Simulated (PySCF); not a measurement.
# Property card for `[C]#C` [radical]

C2H (doublet state).
Structure used (PBE0-D3(BJ)/def2-SVP), in Å, numbered top down from 1:
```
atom  x, y, z in Å
C1     1.1662    0.2418   -0.0127
C2    -0.0373    0.0963   -0.0079
H3    -1.1059   -0.0327   -0.0045
```

From PBE0-D3(BJ)/def2-SVP geometry optimisation, gas phase (PySCF):

```yaml
Point_group: C∞v
Rotational_constant_B_linear: 43.735 GHz
Dipole_moment: 0.75 D
```

From UKS B3LYP, IGLO-III on C, pcH-1 on H, non-relativistic, mean-field spin-orbit, GIAO (PySCF):

```yaml
Isotropic_g_value: 2.00242
Principal_g_values: 2.00217, 2.00255, 2.00255
Spin_squared_⟨S²⟩: 0.774
Largest_Mulliken_spin_population: 1.11 on C1
Largest_isotropic_hyperfine_couplings_means_over_sets_of_like_nuclei: 13C +1078.1 (C1), 13C +223.0 (C2), 1H +59.6 (H3) MHz
```

Monoisotopic mass (most abundant isotopes): 25.0078 u.

⟨S²⟩ is 0.024 above the pure-spin value S(S + 1) = 0.75. At 9.50 GHz, hν = g·μB·B₀ (B₀ the magnetic field) puts the centre of the isotropic spectrum, to first order, at 339.0 mT. The dipole equals about 2.5 × 10⁻³⁰ C·m (1 D = 3.33564 × 10⁻³⁰ C·m). A dipole of 0.75 D is allowed in C∞v, and pure rotational transitions are dipole-allowed.

